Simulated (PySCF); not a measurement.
**How good is the calculation?**

Atoms are numbered as in `[CH:1]#[C:2][S:3][CH2:4][CH3:5]`; H(Xn) means a hydrogen on atom n.

What is known from experiment: δ 13C C1 81.4; C2 72.6 ppm (measured; solution, not stated per compound (mostly CDCl3 or CCl4); Pretsch, Buehlmann, Badertscher, Structure Determination of Organic Compounds, 4th ed. (2009)).

- NMR shieldings at PBE0/pcSseg-1/GIAO
- coordinates at the GFN2-xTB level
- run in PySCF 2.14
- isolated molecule, non-relativistic, a single conformation, rapidly exchanging positions averaged

(1) Set the calculated values beside the experiment.

(2) How far are the unscaled 13C shifts from the references?

## Answers

(1) 
Reference values: measured (solution, not stated per compound (mostly CDCl3 or CCl4); Pretsch, Buehlmann, Badertscher, Structure Determination of Organic Compounds, 4th ed. (2009)).
| atoms | quantity | reference | computed | computed, scaled |
| --- | --- | --- | --- | --- |
| C1 | δ 13C | 81.4 | 90.6 | 86.1 |
| C2 | δ 13C | 72.6 | 81.3 | 73.3 |

Computed shifts are σ(ref) − σ with the named reference compound (TMS for H and C) calculated as an isolated molecule at the same level. The measured values may be among those fitted. Shieldings were converted by linear fits to measured shifts (mostly CDCl3, TMS scale, for H and C): 13C (scatter 2.1 ppm rms, 2.3 ppm with the 13 outliers that the fit left out, with a fitted term for attached S). Occasional misses reach two or three times the rms, and more in compound classes unlike the fitted ones.

(2) Mean signed difference +8.95 ppm, mean absolute 8.95 ppm over 2 comparisons; the largest is +9.2 ppm at C1 (terminal alkyne carbon).
